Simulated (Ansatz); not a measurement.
# The fluorine atom: small, medium and large basis sets

Aim: see how fast density functionals and correlated methods converge with the basis set for the fluorine atom.

Computed with Ansatz 0.2.0, Gaussian basis. Level: one geometry, several basis sets.

The runs, in order: PBE0/def2-SVP; ωB97M-V/def2-SVP; PBE0/def2-QZVPP; ωB97M-V/def2-QZVPP; CCSD(T)/cc-pV(D+d)Z; CCSD(T)/cc-pV(T+d)Z; CCSD(T)/cc-pV(Q+d)Z; the functionals' def2-TZVPP values are taken from earlier runs.

## 1. The atom

SMILES `[F]`, 1 atom, charge 0, spin multiplicity 2.

## 2. PBE0 in def2-SVP

in.yaml

```yaml
crystal:
  periodic: [false, false, false]
  atoms:
    - {symbol: F, position_ang: [0.000000, 0.000000, 0.000000]}
basis:
  gaussian: {orbitals: def2-SVP}
magnetization: {spin_polarized: true, initial_magnetization: 1}
hamiltonian: {xc: pbe0}
output: {orbitals: {seedname: orbitals}}
```

Further steps of the session: ωB97M-V in def2-SVP; PBE0 in def2-QZVPP; ωB97M-V in def2-QZVPP; CCSD(T) in cc-pV(D+d)Z; CCSD(T) in cc-pV(T+d)Z; CCSD(T) in cc-pV(Q+d)Z.

Before running them: what should the planned runs give, taken together? Wanted: MP2 correlation recovered, cc-pV(D+d)Z; MP2 correlation recovered, cc-pV(T+d)Z; MP2 correlation recovered, cc-pV(Q+d)Z; CCSD(T) limit from def2 sets; PBE0: double and triple zeta above quadruple; ωB97M-V: double and triple zeta above quadruple.

**Answer**, as computed:

| quantity | value |
| --- | --- |
| MP2 correlation recovered, cc-pV(D+d)Z | 59.4 % |
| MP2 correlation recovered, cc-pV(T+d)Z | 84.4 % |
| MP2 correlation recovered, cc-pV(Q+d)Z | 93.5 % |
| CCSD(T) limit from def2 sets (earlier runs) less the limit of this series | 2 meV |
| PBE0: double and triple zeta above quadruple | 3.60, 0.14 eV |
| ωB97M-V: double and triple zeta above quadruple | 3.70, 0.13 eV |

**Reading.** For PBE0 the step from double to triple zeta gains 3.46 eV and the next only 0.14 eV. Correlation climbs from 59 % (cc-pV(D+d)Z) to 94 % (cc-pV(Q+d)Z) of the limit; Hartree-Fock is 0.068 eV from its own by then. A limit from the def2 sets, made apart, differs by 2 meV, a least measure of the doubt on such a limit. These are total energies; as a rule much of such shifts cancels in differences, which this series doesn't test.
